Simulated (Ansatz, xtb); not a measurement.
Relative energy of two structures of BHNP

Structure X: `B1N=P1`, a singlet. Structure Y: a triplet given by its coordinates. Both are isolated molecules in the gas phase, relaxed with r2SCAN-D4/def2-SVP.

X (Å):

```xyz
4

B     0.2023   -1.0625    0.2681
N    -0.1190    0.2935    0.0472
P    -1.3212   -0.6662   -0.6430
H     1.0378   -1.7480    0.7783
```

Y (Å):

```xyz
4

B     0.0000    0.0000   -0.4185
N     0.0000    0.0000    0.8403
P     0.0000    0.0000   -2.2623
H     0.0000    0.0000    1.8405
```

Close contacts (Å): B1–N2 1.26, B1–P3 1.84, N2–H4 1.00.

Q: Estimate which is lower in electronic energy at CCSD(T)/def2-TZVPP, and by roughly how much.

A: The CCSD(T)/def2-TZVPP calculation puts structure X lower, by 9.1 kJ/mol.

The same difference at several levels:

| level | geometry | E(Y) − E(X) (kJ/mol) | departure from the last row (kJ/mol) | job, with rough time for the two |
| --- | --- | --- | --- | --- |
| r2SCAN-D4/def2-SVP | r2SCAN-D4/def2-SVP | −25.2 | −34.4 | optimisation, 50 s |
| HF/def2-TZVPP | r2SCAN-D4/def2-SVP | −82.1 | −91.3 | part of the CCSD(T) run |
| MP2/def2-TZVPP | r2SCAN-D4/def2-SVP | +24.6 | +15.5 | part of the CCSD(T) run |
| CCSD(T)/def2-TZVPP | r2SCAN-D4/def2-SVP | +9.1 |  | single point, 46 s |

r2SCAN-D4/def2-SVP, HF/def2-TZVPP put the two in the other order. The largest departure from CCSD(T)/def2-TZVPP is that of HF/def2-TZVPP, 91.3 kJ/mol. Levels run at GFN2-xTB geometries aren't shown. The triplet state of Y needn't be its ground state.

With harmonic frequencies from r2SCAN-D4/def2-SVP (ideal gas, rigid rotor, one conformer each, 298.15 K, 1 atm): on the last row, ΔE + ΔZPE = +13.3, ΔH = +15.1, ΔG = +14.4 kJ/mol.

Open shells are spin-unrestricted. The correlated steps freeze 7 core orbitals. ΔG holds the spin degeneracy. Run with Ansatz 0.2.0; the last row on 1 thread of Intel(R) Xeon(R) Processor @ 2.50GHz (Skylake/Cascade Lake) on a shared host.
